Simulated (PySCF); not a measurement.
# One shape, several levels: C4H3N (SMILES C#CCC#N)

Wanted: a comparison of 6 runs (HF/3-21G, HF/def2-SVP, B3LYP/6-31G*, PBE0/def2-SVP, B3LYP/def2-SVPD, CCSD(T)/6-31G**) of C4H3N. 

Program for the calculation: PySCF 2.14.0.

## (1) The molecule

C4H3N has 8 atoms, charge 0, and is taken as a singlet. As SMILES, `C#CCC#N`. The coordinates come from a PBE0-D4/def2-TZVP relaxation.

Bond lengths: C1–C2 1.197 Å, C2–C3 1.455 Å, C3–C4 1.460 Å, C4–N5 1.148 Å, C1–H6 1.065 Å, C3–H7 1.095 Å, C3–H8 1.095 Å. Angles: C1–C2–C3 179.4°, C2–C3–C4 113.0°, C3–C4–N5 179.0°, C2–C1–H6 179.7°, C2–C3–H7 110.2°, C2–C3–H8 110.2°, C4–C3–H7 108.3°, C4–C3–H8 108.3°, H7–C3–H8 106.7°.

## (2) Energy and forces at HF/3-21G (run 1)

Contents of input.py:

```python
import pyscf.grad
from pyscf import gto

molecule = gto.Mole()
molecule.atom = '''
C       -0.663200       1.869200       0.133500
C       -0.230100       0.758300       0.240700
C        0.298200      -0.589900       0.384900
C        0.347100      -1.320800      -0.878200
N        0.393200      -1.911500      -1.861500
H       -1.049000       2.856400       0.033300
H       -0.314400      -1.162400       1.089600
H        1.310400      -0.556500       0.801900
'''
molecule.spin = 0
molecule.basis = '3-21g'
molecule.verbose = 3
molecule.max_memory = 1860
molecule.build()

mf = molecule.RHF()
mf.conv_tol = 1e-10
mf.kernel()
if not mf.converged:
    mf = mf.newton().run(mf.mo_coeff, mf.mo_occ)

etot = mf.e_tot
print(f'total energy: {etot:.8f} hartree')
grad = mf.Gradients().kernel()
mf.analyze()
```

Run with:

```console
OMP_NUM_THREADS=1 python input.py
```

Standard output:

```text
converged SCF energy = -206.432530742963
[... 15 lines left out ...]
MO #6   energy= -1.25495897845572  occ= 2
[... 8 lines left out ...]
MO #15  energy= -0.475234192400166 occ= 2
[... 8 lines left out ...]
MO #24  energy= 0.359176419728775  occ= 0
[... 8 lines left out ...]
MO #33  energy= 1.01395131558732   occ= 0
[... 8 lines left out ...]
MO #42  energy= 1.3604312981774    occ= 0
[... 8 lines left out ...]
MO #51  energy= 3.27194865713311   occ= 0
[... 9 lines left out ...]
Dipole moment(X, Y, Z, Debye): -0.07218,  1.74121,  3.25829
```

Wall time 3.6 s (1 thread of Intel Xeon at 2.50GHz (Skylake/Cascade Lake), shared host); peak memory 0.13 GiB.

## (3) Energy and gradient at HF/def2-SVP (run 2)

Contents of calc.py:

```python
from pyscf import gto

mol = gto.M(
    atom='''
C     -1.253266     3.532276     0.252278
C     -0.434826     1.432979     0.454857
C      0.563516    -1.114749     0.727356
C      0.655924    -2.495950    -1.659557
N      0.743040    -3.612211    -3.517725
H     -1.982323     5.397814     0.062928
H     -0.594130    -2.196618     2.059046
H      2.476297    -1.051633     1.515371
''',
    verbose=3,
    basis='def2-svp',
    max_memory=1860,
    spin=0,
    charge=0,
    unit='bohr',
)

mf = mol.RHF()
mf.conv_tol = 1e-10
mf.kernel()
if not mf.converged:
    mf = mf.newton().run(mf.mo_coeff, mf.mo_occ)

e_tot = mf.e_tot
print('E = %.10f Eh' % e_tot)
grad = mf.nuc_grad_method().kernel()
mf.analyze()
```

Run with:

```console
OMP_NUM_THREADS=1 python calc.py
```

Standard output:

```text
converged SCF energy = -207.428609046119
[... 19 lines left out ...]
MO #10  energy= -0.716522717064141 occ= 2
[... 14 lines left out ...]
MO #25  energy= 0.308879783057028  occ= 0
[... 14 lines left out ...]
MO #40  energy= 0.88761549398702   occ= 0
[... 14 lines left out ...]
MO #55  energy= 1.69912016186461   occ= 0
[... 14 lines left out ...]
MO #70  energy= 2.42445515123745   occ= 0
[... 14 lines left out ...]
MO #85  energy= 4.21262331209533   occ= 0
[... 9 lines left out ...]
Dipole moment(X, Y, Z, Debye): -0.09907,  1.85984,  3.35614
```

Run time: 12 s. Hardware: 1 thread of Intel Xeon at 2.50GHz (Skylake/Cascade Lake), shared host; peak memory 0.17 GiB.

Runs 3 to 5 aren't shown in full; the table further down has their settings and results.

## (4) A single-point energy at CCSD(T)/6-31G(d,p) (spherical functions) (run 6)

Contents of input.xyz:

```xyz
8
C4H3N
C     -0.663200     1.869200     0.133500
C     -0.230100     0.758300     0.240700
C      0.298200    -0.589900     0.384900
C      0.347100    -1.320800    -0.878200
N      0.393200    -1.911500    -1.861500
H     -1.049000     2.856400     0.033300
H     -0.314400    -1.162400     1.089600
H      1.310400    -0.556500     0.801900
```

Contents of run.py:

```python
# C#CCC#N
from pyscf import gto, scf, cc

mol = gto.M(
    atom='input.xyz',
    basis='6-31g**',
    charge=0,
    verbose=3,
    spin=0,
    max_memory=1860,
)

mf = scf.RHF(mol)
mf.conv_tol = 1e-10
mf.kernel()
if not mf.converged:
    mf = mf.newton().run(mf.mo_coeff, mf.mo_occ)

mycc = cc.CCSD(mf, frozen=5)
mycc.kernel()
e_t = mycc.ccsd_t()
e_final = mycc.e_tot + e_t
print('Final energy', e_final)
mf.analyze()
```

Run with:

```console
OMP_NUM_THREADS=1 python run.py
```

Standard output:

```text
converged SCF energy = -207.591661908641
[... 13 lines left out ...]
MO #10  energy= -0.714012556145387 occ= 2
[... 14 lines left out ...]
MO #25  energy= 0.363453092621932  occ= 0
[... 14 lines left out ...]
MO #40  energy= 1.02146614098996   occ= 0
[... 14 lines left out ...]
MO #55  energy= 1.79210836141501   occ= 0
[... 14 lines left out ...]
MO #70  energy= 2.54772002695781   occ= 0
[... 14 lines left out ...]
MO #85  energy= 4.38792587450806   occ= 0
[... 9 lines left out ...]
Dipole moment(X, Y, Z, Debye): -0.11055,  1.90784,  3.39249
```

Wall time 40 s (1 thread of Intel Xeon at 2.50GHz (Skylake/Cascade Lake), shared host); peak memory 0.44 GiB.

## (5) The series

```
run                                  level  integration grid      task  energy (Eh)  dipole moment (D) of the reference  HOMO energy (eV)  LUMO energy (eV)  wall time
  1                               HF/3-21G                 –  gradient  -206.432531                                3.70            -11.22              4.89      3.6 s
  2                            HF/def2-SVP                 –  gradient  -207.428609                                3.84            -11.33              4.14       12 s
  3     B3LYP/6-31G* (spherical functions)                 5  gradient  -208.876144                                3.58             -7.89              0.38       51 s
  4                          PBE0/def2-SVP                 5  gradient  -208.472871                                3.55             -8.45              0.34       60 s
  5                        B3LYP/def2-SVPD                 5  gradient  -208.739499                                3.71             -8.33             -0.26       95 s
  6  CCSD(T)/6-31G** (spherical functions)                 –    energy  -208.308088                                3.89            -11.10              4.70       40 s
```

## (6) Outcome

| quantity | value |
| --- | --- |
| run 6: total energy | -208.30809 Eh |
| run 6: dipole moment (Hartree–Fock density) | 3.89 D |
| run 6: HOMO energy (Hartree–Fock orbitals) | -11.10 eV |
| run 6: LUMO energy (Hartree–Fock orbitals) | 4.70 eV |
| run 6: HOMO–LUMO gap (Hartree–Fock orbitals) | 15.80 eV |
| run 6: correlation energy (5 core orbitals frozen) | -716.4 mEh |
| run 6: (T) correction | -28.50 mEh |
| run 6: T1 diagnostic | 0.013 |

**Reading.** Over runs 1, 2, 3, 4, 5 the dipole moment (its size) runs from 3.55 D (PBE0/def2-SVP) to 3.84 D (HF/def2-SVP). Over runs 1, 2, 3, 4, 5 the HOMO–LUMO gap runs from 8.07 eV (B3LYP/def2-SVPD) to 16.11 eV (HF/3-21G). The two ends differ in method and basis. Totals of different functionals can't be ranked against each other. All runs together took 4.3 min, the longest 95 s.
